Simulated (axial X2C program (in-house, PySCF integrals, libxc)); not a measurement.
# BNC: bond lengths and stretches, held linear

How do method and spin–orbit coupling move the bonds and stretches of BNC, held linear?

The runs use an in-house X2C program for linear molecules on PySCF integrals; all-electron X2C, two-component (2c) or spin-free, B dyall-v3z, N dyall-av3z, C dyall-v3z.

All values are calculated.

2 further runs of the same task are left out: 2 set aside as unsound or not needed.

## Step 1: Input

File task.json:

```json
{"zs": [5, 7, 6], "q": 0, "bas": ["dyall-v3z", "dyall-av3z", "dyall-v3z"], "r0": [1.51, 1.17], "symm": 0, "scan": ["PBE0", "HF", "LDA"], "levels": ["PBE0", "HF", "TPSSh"], "nst": 2}
```

Keys: zs atomic numbers; q charge; bas basis sets; r0 starting distance in Å; symm equal bonds; scan levels of the two-bond scan (MP2 follows by itself at each HF point); levels methods; nst determinants followed.

Command:

```
> python solin.py task.json out
```

Masses B 11.009, N 14.003, C 12.000 u.

## Step 2: Scan at PBE0, 2c

State: Ω = 0 (all partner blocks equally filled). Energies above the lowest point, from the job's result record:

```tsv
r(B–N) (Å)	r(N–C) (Å)	E (meV)
1.3777	1.1544	68.79
1.3777	1.1840	23.79
1.3777	1.2136	67.21
1.4130	1.1544	42.95
1.4130	1.1840	0.00
1.4130	1.2136	45.32
1.4130	1.2432	163.35
1.4483	1.1544	57.28
1.4483	1.1840	16.22
1.4483	1.2136	63.28
1.4837	1.1840	64.67
1.4837	1.2432	234.43
```

A quadratic surface with cubic terms in each bond gives the minimum at 1.415 and 1.183 Å, force constants 5.06, 16.2 and coupling 0.27 mdyn/Å.

## Step 3: Scan at HF, 2c

State: Ω = 0 (all partner blocks equally filled). Energies above the lowest point, from the job's result record:

```tsv
r(B–N) (Å)	r(N–C) (Å)	E (meV)
1.3777	1.1544	15.42
1.3777	1.1840	32.44
1.3777	1.2136	140.50
1.4130	1.1544	0.00
1.4130	1.1840	20.17
1.4130	1.2136	131.24
1.4130	1.2432	317.52
1.4483	1.1544	26.58
1.4483	1.1840	49.63
1.4483	1.2136	163.47
1.4837	1.1840	112.85
1.4837	1.2432	420.56
```

A quadratic surface with cubic terms in each bond gives the minimum at 1.406 and 1.163 Å, force constants 5.55, 18.6 and coupling 0.42 mdyn/Å.

## Step 4: Scan at LDA, 2c

State: Ω = 0 (all partner blocks equally filled). Energies above the lowest point, from the job's result record:

```tsv
r(B–N) (Å)	r(N–C) (Å)	E (meV)
1.3777	1.1544	74.91
1.3777	1.1840	18.42
1.3777	1.2136	48.10
1.4130	1.1544	54.72
1.4130	1.1840	0.00
1.4130	1.2136	31.28
1.4130	1.2432	133.15
1.4483	1.1544	73.19
1.4483	1.1840	20.08
1.4483	1.2136	52.83
1.4837	1.1840	71.03
1.4837	1.2432	209.54
```

A quadratic surface with cubic terms in each bond gives the minimum at 1.411 and 1.187 Å, force constants 5, 15.4 and coupling 0.22 mdyn/Å.

## Step 5: The levels side by side

| level | r(B–N) (Å) | r(N–C) (Å) | lower stretch (cm⁻¹) | upper stretch (cm⁻¹) |
| --- | --- | --- | --- | --- |
| PBE0, 2c | 1.415 | 1.183 | 1019.7 | 2134.7 |
| HF, 2c | 1.406 | 1.163 | 1072.7 | 2271.7 |
| LDA, 2c | 1.411 | 1.187 | 1009.8 | 2085.1 |
| MP2, 2c | 1.428 | 1.193 | 989.9 | 2074.3 |
| PBE0, spin-free | 1.415 | 1.183 | 1019.6 | 2134.5 |
| HF, spin-free | 1.406 | 1.163 | 1072.6 | 2271.5 |
| LDA, spin-free | 1.411 | 1.187 | 1009.7 | 2084.9 |
| MP2, spin-free | 1.428 | 1.193 | 989.9 | 2074.1 |

Scans not shown above were run alike.

What this shows: Over the levels the B–N bond spans 1.406 to 1.428 Å and the N–C bond 1.163 to 1.193 Å. At PBE0 spin–orbit coupling leaves both bonds unchanged to 0.001 Å. Each state is one determinant, the lowest of a limited PBE0 search; the stretches come from a fit to few points and are good to some per cent at best. MP2 freezes inner shells (threshold -2 hartree). The molecule was held linear; bending was not examined, so a bent shape may lie lower.
